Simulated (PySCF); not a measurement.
Compound: C₄H₃FO.
Cartesian coordinates in Å at the PBE0-D3(BJ)/def2-SVP level; atoms count from 1:
```xyz
9
C4H3FO angstrom
O      3.1517   -0.3898    0.2594
C      2.0646   -0.0779   -0.0001
C      0.8301    0.2899   -0.3060
C     -0.3624   -0.2980    0.2800
C     -1.6046    0.0827   -0.0284
F     -2.6670   -0.4855    0.5370
H      0.7585    1.0911   -1.0483
H     -0.2471   -1.0969    1.0176
H     -1.8662    0.8672   -0.7449
```

Method: PBE0-D3(BJ)/def2-SVP geometry optimisation, gas phase (PySCF).

Take the most abundant isotopes and a rigid rotor. The values belong to one conformer with, in the numbering `[O:1]=[C:2]=[CH:3]/[CH:4]=[CH:5]/[F:6]`, C2–C3–C4–C5 180°.

**Question.** Give the principal moments of inertia and the rotational constants in GHz.

**Answer.** Ia = 18.14, Ib = 390.09, Ic = 408.23 u·Å²; 505379 MHz·u·Å²/I gives 27857, 1296 and 1238 MHz, that is A = 27.857, B = 1.2956, C = 1.2380 GHz.

**Question.** What kind of rotor is it?

**Answer.** A near-prolate asymmetric top. Ray's parameter κ = (2B − A − C)/(A − C) = -0.996; −1 is the prolate and +1 the oblate limit.

**Question.** What does the inertial defect say?

**Answer.** Planar: Δ = Ic − Ia − Ib = 0.00 u·Å². For a rigid frame Δ = −2 Σ m c², so it vanishes when all atoms lie in the ab plane; here none is more than 0.01 Å from it.

**Question.** List the rotational levels J(Ka,Kc) to J = 3 (cm⁻¹).

**Answer.** Above 0(0,0):
J = 1: 1(0,1) 0.0845, 1(1,1) 0.9705, 1(1,0) 0.9724
J = 2: 2(0,2) 0.2535, 2(1,2) 1.1376, 2(1,1) 1.1434, 2(2,1) 3.8013, 2(2,0) 3.8013
J = 3: 3(0,3) 0.5070, 3(1,3) 1.3882, 3(1,2) 1.3998, 3(2,2) 4.0549, 3(2,1) 4.0549, 3(3,1) 8.4896, 3(3,0) 8.4896
Those of J = 1 are B + C, A + C and A + B.

**Question.** Which types of transition are allowed, and where do some lines up to J = 5 fall?

**Answer.** The dipole components are |μa| = 0.23 D, |μb| = 1.34 D, |μc| = 0.00 D; the mirror of this Cs structure is the ab plane, so μc vanishes by symmetry and there are no c-type lines. The squared components, which scale the intensities, stand as 0.03 : 1.00 (a : b). Some lines, for components of 0.1 D or more:

```tsv
type	branch	J(Ka,Kc)	MHz	lower level (cm⁻¹)
a	Q	3(1,2) ← 3(1,3)	345	1.388
a	Q	4(1,3) ← 4(1,4)	576	1.722
a	Q	5(1,4) ← 5(1,5)	864	2.140
a	R	2(0,2) ← 1(0,1)	5067	0.085
a	R	4(3,1) ← 3(3,0)	10134	8.490
a	R	4(1,3) ← 3(1,2)	10249	1.400
a	R	5(1,5) ← 4(1,4)	12523	1.722
a	R	5(0,5) ← 4(0,4)	12666	0.845
a	R	5(3,2) ← 4(3,1)	12668	8.828
a	R	5(1,4) ← 4(1,3)	12811	1.742
b	Q	2(1,1) ← 2(0,2)	26677	0.254
b	Q	4(1,3) ← 4(0,4)	26879	0.845
b	R	1(1,1) ← 0(0,0)	29095	0.000
b	Q	5(2,3) ← 5(1,4)	79342	2.169
b	Q	3(2,1) ← 3(1,2)	79598	1.400
b	Q	3(2,2) ← 3(1,3)	79943	1.388
b	Q	4(2,3) ← 4(1,4)	80058	1.722
b	Q	5(2,4) ← 5(1,5)	80202	2.140
b	R	3(2,1) ← 2(1,2)	87458	1.138
b	Q	3(3,0) ← 3(2,1)	132950	4.055
b	Q	4(3,2) ← 4(2,3)	132951	4.393
b	R	3(3,1) ← 2(2,0)	140551	3.801
b	R	4(3,1) ← 3(2,2)	143085	4.055
b	R	5(4,1) ← 4(3,2)	198798	8.828
b	R	5(5,1) ← 4(4,0)	251978	15.036
```

**Question.** Estimate the classical rotational partition function at 10 K, 200 K and 500 K.

**Answer.** Point group Cs, symmetry number σ = 1; q = (√π/σ)·√((kT/h)³/(ABC)), k/h = 20836.6 MHz/K: 798 at 10 K, 71300 at 200 K, 282000 at 500 K.

No PBE0-D3(BJ)/def2-SVP frequencies stand behind this structure, so it isn't proved a minimum. Constants of a rigid frame at the computed geometry: no zero-point averaging, no centrifugal distortion.
